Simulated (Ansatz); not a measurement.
Silicon, diamond: convergence with the k-point mesh

Computed with Ansatz, r²SCAN, scalar-relativistic PAW, on the relaxed cell (a = 5.445 Å; spin not included). Errors count from a run at 500 eV on a Γ-centred 9×9×9 mesh with Fermi-Dirac smearing of 0.05 eV, extrapolated to zero width. Fixed here: cutoff 500 eV, Fermi-Dirac width 0.05 eV. The SCF starts from atomic densities corrected by a trained network.

```
  k-mesh  E(σ→0) error (meV/atom)  P (GPa)  SCF iterations
   2×2×2                   1279.7     7.65               6
   3×3×3                    301.7     1.86               6
   4×4×4                     88.9     0.53               6
   5×5×5                     29.2     0.13               6
   6×6×6                     10.1     0.00               6
   8×8×8                      1.0    -0.06               6
11×11×11                     -0.6    -0.07               6
14×14×14                     -0.7    -0.07               6
```

Within 5 meV/atom of the last row: from 8×8×8 on.
